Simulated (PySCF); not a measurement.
Task: Write Cartesian coordinates for `OP(=O)(O)O` as optimised with PBE0-D3(BJ)/def2-SVP.

Result: 
```
atom  x, y, z in Å
O1    -1.1287    0.9902    0.6319
P2    -0.1087    0.0942    0.0524
O3    -0.6305   -0.9902   -1.0076
O4     1.0776    0.8011   -0.7641
O5     0.7020   -0.8236    1.0897
H6    -1.3573   -0.6337   -1.5340
H7     1.3194    1.6433   -0.3583
H8     0.1443   -1.0625    1.8410
```

Orientation and origin are arbitrary. Atoms count from 1 in this order. The 4 O–P bonds span 1.476 Å (O1=P2, drawn double) to 1.605 Å (P2–O5, drawn single), a spread of 0.129 Å. P2 (phosphoryl phosphorus) is distorted tetrahedral (angles from 101.7° to 116.4°).

Bonds between heavy atoms (Å): O1=P2 1.476, P2–O3 1.604, P2–O4 1.604, P2–O5 1.605.

The calculation used PBE0-D3(BJ)/def2-SVP geometry optimisation, gas phase in PySCF.

Stationary, but not proved a minimum. The numbers are those of one conformer (O1–P2–O3–H 35°, O1–P2–O4–H 36°, O1–P2–O5–H 32°).

Time: 9.3 s of wall time; peak memory 0.36 GiB. Hardware: one thread, Arm Neoverse V2 (aarch64), shared host. That covers the optimisation of the geometry.
